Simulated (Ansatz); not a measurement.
## CCl: a ladder of methods at one geometry

Run with the Ansatz DFT code, driven from Python.

Input file `ccl.xyz`:
```text
2

C     0.00000    0.00000    0.00000
Cl    0.00000    0.00000    1.68000
```

The script, `run_methods.py`:
```python
'''CCl at several levels of theory.'''

from pathlib import Path
import warnings

import ansatz as az
import numpy as np


def main() -> None:
    warnings.simplefilter('ignore', az.DeckWarning)

    molecule = az.Crystal.molecule_from_extxyz('ccl.xyz')

    calc = (
        molecule.calculation()
        .basis(gaussian='def2-SVP')  # atom-centred Gaussian functions
        .spin('collinear', total=1)
    )

    print('functional    E (Ha)        dipole (D)   HOMO (eV)  LUMO (eV)')
    for name in ['cam_b3lyp', 'r2scan0', 'pbe', 'lc_wpbe']:
        summary = calc.functional(name).forces().orbitals().run(runs_dir='runs').report
        lines = Path(summary['orbitals_path']).read_text().splitlines()
        field_of = lambda key: [line.split('=')[1].strip() for line in lines if line.startswith(key)]
        orbitals = [(27.211386 * float(e), s, float(n)) for e, s, n in zip(field_of('Ene='), field_of('Spin='), field_of('Occup='))]
        homo = max(e for e, _, n in orbitals if n > 0.5)
        lumo = min(e for e, _, n in orbitals if n < 0.5)
        dipole = 4.803205 * np.linalg.norm(summary['charge_distribution']['dipole_moment_e_ang'])
        print(f'{name:10s} {summary["free_energy_ev"] / 27.211386246:14.6f} {dipole:9.3f} {homo:11.3f} {lumo:10.3f}')


if __name__ == '__main__':
    main()
```

```console
$ python run_methods.py
functional    E (Ha)        dipole (D)   HOMO (eV)  LUMO (eV)
cam_b3lyp     -497.946134     1.471      -7.819     -1.903
r2scan0       -497.895026     1.347      -6.838     -3.196
pbe           -497.720784     1.646      -4.735     -4.399
lc_wpbe       -497.792039     1.373      -9.406     -0.812
```

Caveats:
- These settings explore the input space; basis and method may be short of convergence.
- The geometry is a force-field or estimated start, not a minimum of this method, and the basis set is short of its limit. A lower total doesn't mark the better method: functionals have no common bound, and MP2 and coupled cluster aren't variational.
- The run takes the species as open-shell (spin multiplicity 2), which needn't be its ground state.
- Levels such as HOMO and LUMO are orbital energies: with these approximate functionals they aren't the ionisation energy and electron affinity, and their gap isn't the fundamental gap.
- The spin state was assumed, and another may lie lower.
- Wall time of the script: 4.2 s on 1 thread of Arm Neoverse V2, on a shared host, peak memory 0.18 GiB.
